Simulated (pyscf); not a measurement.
H₃C–Zn–Cl + HCl → H₃C–Zn–Cl + HCl (four-centre exchange; singlet surface; Cl–Zn, Cl–H broken, Cl–Zn, Cl–H formed). Structures and frequencies: ωB97X-D3(BJ)/def2-SVP in PySCF. Energies in kcal/mol from the separated reactants.

```
level                   barrier  reaction energy
----------------------  -------  ---------------
ωB97X-D3(BJ)/def2-TZVP        ?              0.0
PBE/def2-TZVP               0.1              0.0
r²SCAN/def2-TZVP           -0.5              0.0
PBE0-D3(BJ)/def2-TZVP         ?              0.0
M06-2X/def2-TZVP            1.0              0.0
HF/def2-TZVP               16.2              0.0
```

Question: What belongs in the gaps?

Answer: 
- ωB97X-D3(BJ)/def2-TZVP, barrier: 2.2
- PBE0-D3(BJ)/def2-TZVP, barrier: 0.4

On the reactant side the descent ends in a complex, 6.2 kcal/mol under the separated species and 8.4 kcal/mol under the saddle at ωB97X-D3(BJ)/def2-TZVP. On the product side the descent ends in a complex, 6.2 kcal/mol under the separated species and 8.4 kcal/mol under the saddle at ωB97X-D3(BJ)/def2-TZVP. At r²SCAN the saddle lies under the separated reactants, which points to a path from their complex (located at ωB97X-D3(BJ) alone). At r²SCAN the saddle lies under the separated products, which points to a path from their complex (located at ωB97X-D3(BJ) alone). This is the saddle that the search found; another between the same sides may lie lower. Elements up to Kr have no core potential and no relativistic terms here.
